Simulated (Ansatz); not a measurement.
# B2H (doublet): wave-function methods side by side at scale of all distances = 1.297, 6-31G

How much of the correlation energy of B2H (doublet) does each wave-function method recover here?

Computed with Ansatz 0.2.0, Gaussian basis. Level: 6-31G, core rule «outside noble gas», up to 2 orbitals frozen.

Plan: UHF; CCSD(T) on ROHF; CCSD(T) on UHF; BCCD(T) on ROHF; CISD; CCSDT(Q) on ROHF; CCSDT(Q) on UHF; CISDTQ; CCSDTQ on ROHF; CCSDTQ on UHF; CASSCF and MRCISD+Q, 3 electrons in 3 orbitals; CASSCF and NEVPT2, 3 electrons in 3 orbitals; CASSCF and MRCISD+Q, 7 electrons in 9 orbitals; CASSCF and MRCISD+Q(relaxed), 7 electrons in 9 orbitals; CASSCF and NEVPT2, 7 electrons in 9 orbitals; Full CI; Full CI in the symmetry of the determinant.

11 further runs of the same task are left out: 9 that didn't finish, 2 set aside as unsound or not needed.

## Step 1: What is computed

The geometry derives from a PBE0/def2-TZVP stationary point (not a proven minimum). All distances are scaled together.

3 atoms, charge 0, spin multiplicity 2.

Atoms are counted from 1 here; the program's logs count them from 0.

No contacts short enough for the rule that draws bonds.

Coordinates:

```xyz
3

B     0.0000    0.0000    0.1493
B     0.0000    0.0000   -1.8257
H     0.0000    0.0000    1.6764
```

## Step 2: UHF

The input, in.yaml:

```yaml
crystal:
  periodic: [false, false, false]
  atoms:
    - {symbol: B, position_ang: [0.000000, 0.000000, 0.149271]}
    - {symbol: B, position_ang: [0.000000, 0.000000, -1.825687]}
    - {symbol: H, position_ang: [0.000000, 0.000000, 1.676416]}
basis:
  gaussian: {orbitals: 6-31G}
magnetization: {spin_polarized: true, initial_magnetization: 1}
hamiltonian: {xc: hf}
output: {orbitals: {seedname: orbitals}}
```

Run with:

```
ansatz run in.yaml --threads 1 --pin off --events-out ev --progress --plain --max-ram 2393MiB
```

After this run come: CCSD(T) on ROHF; CCSD(T) on UHF; BCCD(T) on ROHF; CISD; CCSDT(Q) on ROHF; CCSDT(Q) on UHF; CISDTQ; CCSDTQ on ROHF; CCSDTQ on UHF; CASSCF and MRCISD+Q, 3 electrons in 3 orbitals; CASSCF and NEVPT2, 3 electrons in 3 orbitals; CASSCF and MRCISD+Q, 7 electrons in 9 orbitals; CASSCF and MRCISD+Q(relaxed), 7 electrons in 9 orbitals; CASSCF and NEVPT2, 7 electrons in 9 orbitals; Full CI; Full CI in the symmetry of the determinant.

Before running them: what should the planned runs give, taken together? Wanted: FCI below the RHF energy; RMP2 from FCI; UMP2 from FCI; RCCSD from FCI; RCCSD(T) from FCI; UCCSD(T) from FCI; RCCSDT(Q) from FCI; UCCSDT(Q) from FCI; NEVPT2 pair from FCI.

**Answer**, as computed:

| quantity | value |
| --- | --- |
| FCI below the RHF energy | -3.4081 eV |
| RMP2 from FCI | +28.77 kcal/mol |
| UMP2 from FCI | +29.41 kcal/mol |
| RCCSD from FCI | +3.87 kcal/mol |
| RCCSD(T) from FCI | +1.45 kcal/mol |
| UCCSD(T) from FCI | +1.66 kcal/mol |
| RCCSDT(Q) from FCI | +0.07 kcal/mol |
| UCCSDT(Q) from FCI | -0.01 kcal/mol |
| NEVPT2 pair from FCI | +25.21 kcal/mol |
| MRCISD+Q pair from FCI | -0.51 kcal/mol |
| NEVPT2 valence from FCI | +4.47 kcal/mol |
| levels within 1 kcal/mol (43 meV) | RCCSDT, UCCSDT, CISDTQ, RCCSDT(Q), UCCSDT(Q), RCCSDTQ, UCCSDTQ, MRCISD+Q pair, MRCISD valence, MRCISD+Q valence, MRCISD+Q(relaxed) valence |
| T1 diagnostic | 0.032 |
| effectively unpaired electrons | 1.19 |

In words: RCCSD(T) lands +1.45 kcal/mol from the yardstick (1.8 % of the correlation energy). MRCISD+Q pair, MRCISD+Q(relaxed) valence fall below full CI: the +Q correction isn't variational, and the cores differ from full CI's. One determinant dominates. Of the multireference levels listed MRCISD+Q valence comes nearest in total energy (+0.04 kcal/mol), which doesn't show that its space is the better one. These misses are within one basis, not against nature; the frozen cores of restricted and unrestricted runs differ, which can shift their rows.
